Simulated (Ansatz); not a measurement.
`C[S][MgH]` + H₂ → `[MgH2]` + CH₃SH at 400 K and 1 bar (hydrogenolysis of a Mg–S bond).

Program: Ansatz. Geometries: PBE0-D4/def2-TZVP. ΔE: electronic, gas phase. CCSD(T)/CBS adds triple-zeta CCSD(T) − MP2 to the extrapolated MP2 energy (def2 sets, frozen cores). This one scheme is used for every species. For Mg outer-core shells are correlated without core-valence functions, which leaves a few kJ/mol of doubt a bond.

```
    species  CCSD(T)/CBS energy (Eh)  H − E (kJ/mol)  S (J/(mol·K))
`C[S][MgH]`               -638.14397           140.5          338.2
         H₂                 -1.17544            38.0          139.0
   `[MgH2]`               -201.05321            39.2          206.9
      CH₃SH               -438.22835           138.7          269.4
```

H − E and S are ideal-gas, rigid-rotor, harmonic terms from PBE0-D4/def2-TZVP. For small species the MP2-based limit differs from directly extrapolated CCSD(T) by up to some mEh (0.8 for H₂); such offsets cancel only in part. 1 Eh = 2625.50 kJ/mol, R = 8.31446 J/(mol·K).

Q: By hand: ΔE, ΔH, ΔS and ΔG.

A: ΔE = (-201.05321) + (-438.22835) − (-638.14397) − (-1.17544) = 0.03785 Eh = 99.4 kJ/mol. Δ(H − E) = 39.2 + 138.7 − 140.5 − 38.0 = -0.6, so ΔH = 98.8 kJ/mol. ΔS = 206.9 + 269.4 − 338.2 − 139.0 = -0.9 J/(mol·K). ΔG = 98.8 − 400 × (-0.9)/1000 = 99.2 kJ/mol.

Q: By hand: the equilibrium constant, and the temperature at which ΔG would vanish if ΔH and ΔS stayed fixed.

A: log₁₀ K = −ΔG/(RT ln 10) = -13.0. ΔH and −TΔS have one sign here, so there is no such temperature.

The number of gas molecules stays the same, so ΔS is small and ΔH decides. A doubt of 5 kJ/mol in ΔE shifts log₁₀ K by 0.7 here. These are equilibria of isolated gas molecules and say nothing of rates. Largest T1 diagnostic: 0.009 (customary marks: 0.02 for closed shells, 0.045 for open ones).

ΔS is within the doubt of such terms, so its sign, and with it that verdict, could turn.
